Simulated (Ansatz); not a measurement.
## Basis-set limit of C3H7, doublet

```yaml
atoms:
  - { symbol: C, position_ang: [-0.8894, 0.3328, -1.1703] }
  - { symbol: C, position_ang: [0.3808, -0.0352, -0.4945] }
  - { symbol: C, position_ang: [1.1200, 0.9422, 0.3443] }
  - { symbol: H, position_ang: [-1.4251, -0.5475, -1.5562] }
  - { symbol: H, position_ang: [-1.5701, 0.8758, -0.4909] }
  - { symbol: H, position_ang: [-0.7215, 1.0085, -2.0355] }
  - { symbol: H, position_ang: [0.8930, -0.9517, -0.8054] }
  - { symbol: H, position_ang: [0.4445, 1.4840, 1.0300] }
  - { symbol: H, position_ang: [1.9042, 0.4620, 0.9487] }
  - { symbol: H, position_ang: [1.6212, 1.7223, -0.2670] }
```

Ansatz 0.2.0, UHF determinant, valence electrons correlated. Energies in eV.

| set | X | functions | Hartree–Fock | MP2 correlation | CCSD(T) correlation | time |
| --- | --- | --- | --- | --- | --- | --- |
| def2-TZVPP | 3 | 191 | -3202.2700 | -13.7038 | -15.4072 | 7 s on 1 × NVIDIA H100 80GB HBM3 with 2 threads of AMD EPYC 7R13 Processor (Zen 3), with other jobs on the host |
| def2-QZVPP | 4 | 381 | -3202.4253 | -14.5751 | -16.1641 | 21 s on 1 × NVIDIA H100 80GB HBM3 with 2 threads of AMD EPYC 7R13 Processor (Zen 3) (shared host) |

Hartree–Fock is taken to follow E(X) = E∞ + A·exp(−7.88·√X), correlation E(X) = E∞ + B·X^−2.97.

Q: Work out the CCSD(T) energy at the limit, and how far the shortcut misses it that extrapolates MP2 and adds CCSD(T) minus MP2 from the smaller set.

A: Hartree–Fock: E∞ = E4 + 0.1377·(E4 − E3) = -3202.4467. Correlation: E∞ = E4 + 0.7407·(E4 − E3) = -16.7248 for CCSD(T) and -15.2205 for MP2. The limit is -3219.1716 eV, 0.582 eV below def2-QZVPP. The shortcut gives a correlation energy of -15.2205 + (-1.7034) = -16.9239, 199 meV lower than the direct value.
